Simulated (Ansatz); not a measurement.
The same path of AlF2H + H2 (6 atoms, charge 0, multiplicity 1) was run twice with different band settings. Lost on the way: H5–H6. Made: Al1–H5, F2–H6.

Theory: RKS CAM-B3LYP-D4/def2-SVP (Ansatz 0.2.0).

Relaxed end points:

```xyz
6
Properties=species:S:1:pos:R:3
Al -0.020 0.125 0.138
F 0.022 0.605 1.723
F 1.428 -0.022 -0.647
H -1.362 0.041 -0.645
H 0.161 -2.075 0.642
H 0.020 -1.758 1.326
```

```xyz
6
Properties=species:S:1:pos:R:3
Al -0.042 -0.484 -0.221
F 0.002 -0.092 1.773
F 1.433 0.190 -0.617
H -1.337 0.267 -0.699
H 0.008 -2.031 0.156
H 0.185 -0.934 2.145
```

Common settings: movable images 5; climbing image yes; spring 5.0 eV/Å²; optimiser quadratic models (default); force threshold 0.03 eV/Å; iteration limit 60; end points relaxed.

| run | start path |
| --- | --- |
| 1 | through a guess of the saddle point |
| 2 | straight line |

Task: What does each run give, and how far can it be trusted?

Result: Run 1: converged after 9 iterations, highest image 1.284 eV above the first end. A vibrational analysis at the climbing image gives one clearly imaginary mode, 611i cm⁻¹: a first-order saddle point.
Run 2: converged after 11 iterations, highest image 1.284 eV above the first end. Another band between the same ends (5 images) ends at a top of the same energy, where a vibrational analysis finds 1 clearly imaginary mode.
The orbitals stay closed-shell, which can raise the energy where a bond breaks towards radicals; this wasn't checked here.
